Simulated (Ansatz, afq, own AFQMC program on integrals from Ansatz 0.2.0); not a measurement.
# Where AFQMC and coupled cluster stand for SO⁺, quartet

```xyz
2

O     0.0000    0.0000    0.0000
S     0.0000    0.0000    1.6425
```

Basis 6-31G. Only valence electrons are correlated. AFQMC by an in-house program on the Cholesky factors that Ansatz 0.2.0 writes for its CCSD(T) run. The CISD trial takes its coefficients from CCSD amplitudes. Released means that phaseless walkers are propagated on without the constraint, phases kept. Free AFQMC starts from the CCSD state and is never constrained. Its projection time is finite, and what remains of the start isn't in its error. Uncertainties: one standard error, sampling alone.

Determinant: UHF, the one that the program's search chose, which needn't be the lowest solution. The geometry is a PBE0/def2-TZVP stationary point of this or a neighbouring charge and spin state.

Full CI on the same integrals is exact in this basis and with this determinant's frozen core.

Cautions: another spin lies lower.

- T1 diagnostic: 0.0338
- weight of the determinant in the CISD state: 0.911
- ⟨S²⟩ of the determinant: 3.765
- size of the correlated space: 11 electrons in 16 orbitals

Reference: full CI, correlation energy -3.787 eV. The released energy is read at 2.40 1/Eh (meV from the phaseless value at times in 1/Eh: -14 ± 7 at 0.24, -14 ± 7 at 0.51, -18 ± 7 at 0.99, -22 ± 7 at 1.62, -21 ± 10 at 2.40).

```
         level  E − E(reference) (mEh)  share of correlation (%)
            HF                  139.18                      0.00
           MP2                   19.33                     86.11
          CCSD                    4.32                     96.90
       CCSD(T)                    1.43                     98.97
         CCSDT                    0.62                     99.55
      CCSDT(Q)                    0.04                     99.97
        CCSDTQ                    0.03                     99.98
   ph-AFQMC/HF             3.51 ± 1.16                     97.48
 ph-AFQMC/CISD             0.61 ± 0.25                     99.56
released AFQMC            -0.18 ± 0.38                    100.13
    free AFQMC             0.02 ± 0.25                     99.99
```

CCSDT and higher add their correlation energy to the determinant of the CCSD(T) run, since their own runs factorise the integrals more tightly (a shift of under 2 meV). Free projections are given only where their last times agree within the noise and don't stop above the reference; a slow remainder of the start can still hide under it. A walk keeps the symmetry of its determinant, which the program's search chose and which needn't be the lowest solution, so a lower state of the same spin and another symmetry isn't excluded. Released energies are given only where the last usable release times agree within the noise; a slower fall can still hide under it.
